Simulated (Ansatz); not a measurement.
Geometry optimisation, UKS LDA/def2-SVPD in Ansatz 0.2.0.

Input:

```yaml
crystal:
  periodic: [false, false, false]
  atoms:
    - { symbol: H, position_ang: [-0.1844, 0.4553, -0.2848] }
    - { symbol: C, position_ang: [0.548, -0.6368, 0.1833] }
    - { symbol: F, position_ang: [0.4195, -1.6051, -0.7138] }
    - { symbol: F, position_ang: [-0.0027, -1.0119, 1.3338] }
    - { symbol: O, position_ang: [-0.7574, 1.5341, -0.637] }
    - { symbol: H, position_ang: [1.5784, -0.2946, 0.2991] }
    - { symbol: H, position_ang: [-1.6015, 1.5589, -0.1806] }
magnetization:
  spin_polarized: true
  initial_magnetization: 1
basis:
  gaussian: { orbitals: def2-SVPD }
hamiltonian:
  xc: lda
relax:
  f_tol: 0.15
  max_steps: 25
  restrain:
    - { distance: [0, 4], at: 2.27, k: 30.0 }
    - { distance: [1, 0], at: 1.07, k: 30.0 }
```

Command:

```bash
$ ansatz run input.yaml --threads 4 --pin off --max-ram 5120MiB --backend cpu --events-out ev --progress --plain --runs-dir out
```

**Question.** Where does it end, and by what steps?

**Answer.** It converged. The restraints hold the end off the free minimum. After 7 steps the energy has risen by 0.806 eV (the restraints' own energy left out); O5 moved furthest, 0.56 Å. Joined: H1–C2 (1.40 → 1.10 Å).

```csv
step,energy less start (eV),largest force component (eV/Å),accepted
0,0.0000,1.923,yes
1,0.3771,1.206,yes
2,0.8720,3.533,yes
3,0.8924,1.934,yes
4,0.8274,1.077,yes
5,0.8184,0.983,yes
6,0.8075,1.004,yes
7,0.8064,0.926,yes
```

```xyz
7
Properties=species:S:1:pos:R:3
H 0.081 0.075 -0.374
C 0.614 -0.724 0.155
F 0.596 -1.833 -0.605
F -0.009 -0.980 1.319
O -1.046 2.010 -0.661
H 1.672 -0.438 0.359
H -1.908 1.890 -0.194
```

Run time: 17 s on 4 threads of Arm Neoverse N1, with other jobs on the host, peak memory 0.23 GiB.
